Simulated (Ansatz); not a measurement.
**CHB+ (quartet): from Hartree-Fock to the top rungs, cc-pVTZ**

One table from this session's results is given with a row withheld; the runs are named, their logs left out.

Computed with Ansatz 0.2.0, Gaussian basis. Level: cc-pVTZ, core rule «outside noble gas», up to 2 orbitals frozen.

The runs, in order: UHF; CCSD(T) on ROHF; CCSD(T) on UHF; BCCD(T) on ROHF; CCSDT(Q) on ROHF; CCSDT(Q) on UHF; CASSCF and MRCISD+Q, 7 electrons in 9 orbitals; CASSCF and NEVPT2, 7 electrons in 9 orbitals.

10 further runs of the same task are left out: 6 for a known fault of the program, 4 set aside as unsound or not needed.

**The geometry**

The geometry is a PBE0/def2-TZVP stationary point (not a proven minimum) of the parent state, kept for this charge and spin.

3 atoms, charge 1, spin multiplicity 4.

Atoms are counted from 1 here; the program's logs count them from 0.

Bond lengths: B1–C2 1.449 Å, B1–H3 1.179 Å. Angles: C2–B1–H3 180.0°.

Coordinates:

```
B     0.00000    0.00000    0.09007
C     0.00000    0.00000   -1.35885
H     0.00000    0.00000    1.26878
```

Set-up of the first run:

Input file in.yaml:

```yaml
crystal:
  periodic: [false, false, false]
  atoms:
    - {symbol: B, position_ang: [0.000000, 0.000000, 0.090069]}
    - {symbol: C, position_ang: [0.000000, 0.000000, -1.358850]}
    - {symbol: H, position_ang: [0.000000, 0.000000, 1.268781]}
basis:
  gaussian: {orbitals: cc-pVTZ}
total_charge: 1
magnetization: {spin_polarized: true, initial_magnetization: 3}
hamiltonian: {xc: hf}
output: {orbitals: {seedname: orbitals}}
```

Run with:

```
$ ansatz run in.yaml --threads 1 --pin off --events-out ev --progress --plain --max-ram 2816MiB --backend cpu
```

Steps of the session up to this table: UHF; CCSD(T) on ROHF; CCSD(T) on UHF; BCCD(T) on ROHF; CCSDT(Q) on ROHF; CCSDT(Q) on UHF; CASSCF and MRCISD+Q, 7 electrons in 9 orbitals; CASSCF and NEVPT2, 7 electrons in 9 orbitals.

One table of the session follows, with a row left open; its other results are not shown here.

It belongs to the step «Misses and costs». 

| method | from UCCSDT(Q) (kcal/mol) |
| --- | --- |
| ROHF | +100.44 |
| UHF | +99.74 |
| RMP2 | +19.72 |
| UMP2 | +19.86 |
| RCCSD | +4.04 |
| UCCSD | ? |
| RCCSD(T) | +0.80 |
| UCCSD(T) | +0.77 |
| BCCD(T) | +0.78 |
| RCCSDT | +0.14 |
| UCCSDT | +0.12 |
| RCCSDT(Q) | +0.04 |
| UCCSDT(Q) | 0 |
| CASSCF valence | +60.75 |
| NEVPT2 valence | +14.05 |
| MRCISD valence | +2.69 |
| MRCISD+Q valence | +0.59 |

**Question.** Estimate the row for UCCSD.

The run gave: from UCCSDT(Q) (kcal/mol): +4.01. In the column «from UCCSDT(Q) (kcal/mol)» it lies between MRCISD valence (+2.69) and RCCSD (+4.04).

Caveats from the session: Restricted and unrestricted rows rest on different reference determinants; where their highest levels disagree by more than a few hundredths of an eV, they describe different states and don't form one ladder.
